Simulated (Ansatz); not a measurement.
**SiNH₃ (triplet): from Hartree-Fock to the top rungs at distance N1–H4 along a hydrogen transfer = 1.113 Å, cc-pVDZ**

An exercise on one series of results from a longer session: the logs are not shown, and one member is left open.

The runs use Ansatz 0.2.0, Gaussian basis; cc-pVDZ, core rule «outside noble gas», up to 6 orbitals frozen.

The runs, in order: UHF; CCSD(T) on ROHF; CCSD(T) on UHF; BCCD(T) on ROHF; CISD; CCSDT(Q) on ROHF; CCSDT(Q) on UHF; CASSCF and MRCISD+Q, 4 electrons in 4 orbitals; CASSCF and NEVPT2, 4 electrons in 4 orbitals.

7 further runs of the same task are left out: 6 that didn't finish, 1 set aside as unsound or not needed.

## The system

The geometry derives from fragments relaxed apart (PBE0/def2-TZVP) and kept rigid, so it is no stationary point. A hydrogen atom is moved between rigid fragments.

5 atoms, charge 0, spin multiplicity 3.

Atoms are counted from 1 here; the program's logs count them from 0.

Bond lengths: N1–H2 1.012 Å, N1–H3 1.012 Å, N1–H4 1.113 Å. Angles: H2–N1–H3 107.1°, H2–N1–H4 107.1°, H3–N1–H4 107.1°.

Coordinates:

```
atom    x (Å)    y (Å)    z (Å)
  N1  -1.9750  -0.0126  -0.0197
  H2  -2.2723   0.9552  -0.0197
  H3  -2.2723  -0.4149   0.8606
  H4  -0.8620  -0.0126  -0.0197
 Si5   1.1790  -0.0126  -0.0197
```

Set-up of the first run:

File in.yaml:

```yaml
crystal:
  periodic: [false, false, false]
  atoms:
    - {symbol: N, position_ang: [-1.975002, -0.012635, -0.019666]}
    - {symbol: H, position_ang: [-2.272282, 0.955198, -0.019665]}
    - {symbol: H, position_ang: [-2.272281, -0.414935, 0.860594]}
    - {symbol: H, position_ang: [-0.862002, -0.012635, -0.019666]}
    - {symbol: Si, position_ang: [1.178998, -0.012634, -0.019666]}
basis:
  gaussian: {orbitals: cc-pVDZ}
magnetization: {spin_polarized: true, initial_magnetization: 2}
hamiltonian: {xc: hf}
output: {orbitals: {seedname: orbitals}}
```

On the command line:

```sh
ansatz run in.yaml --threads 1 --pin off --events-out ev --progress --plain --max-ram 2393MiB
```

Among the steps run: UHF; CCSD(T) on ROHF; CCSD(T) on UHF; BCCD(T) on ROHF; CISD; CCSDT(Q) on ROHF; CCSDT(Q) on UHF; CASSCF and MRCISD+Q, 4 electrons in 4 orbitals; CASSCF and NEVPT2, 4 electrons in 4 orbitals.

One table of the session follows, with a row left open; its other results are not shown here.

| method | from UCCSDT(Q) (kJ/mol) |
| --- | --- |
| ROHF | +749.8 |
| UHF | +739.0 |
| RMP2 | +110.3 |
| UMP2 | +109.5 |
| CISD | +81.5 |
| RCCSD | +19.8 |
| UCCSD | +19.5 |
| RCCSD(T) | +3.4 |
| UCCSD(T) | +3.3 |
| BCCD(T) | +3.3 |
| RCCSDT | +1.3 |
| UCCSDT | +1.3 |
| RCCSDT(Q) | 0.0 |
| UCCSDT(Q) | 0 |
| CASSCF pair | ? |
| NEVPT2 pair | +113.4 |
| MRCISD pair | +71.2 |
| MRCISD+Q pair | +6.0 |

Estimate the missing values for CASSCF pair.

As computed: from UCCSDT(Q) (kJ/mol): +692.4. In the column «from UCCSDT(Q) (kJ/mol)» it lies between NEVPT2 pair (+113.4) and UHF (+739.0).

Among the levels timed on like hardware and quicker than the yardstick, those that no quicker one beats, quickest first: NEVPT2 pair (2.1 s, +113.4 kJ/mol); MRCISD+Q pair (2.5 s, +6.0 kJ/mol); BCCD(T) (8 s, +3.3 kJ/mol); UCCSD(T) (12 s, +3.3 kJ/mol).

To keep in mind: Of the multireference levels listed MRCISD+Q pair comes nearest in total energy (+6.0 kJ/mol), which doesn't show that its space is the better one. Restricted and unrestricted rows rest on different reference determinants; where their highest levels disagree by more than a few hundredths of an eV, they describe different states and don't form one ladder.
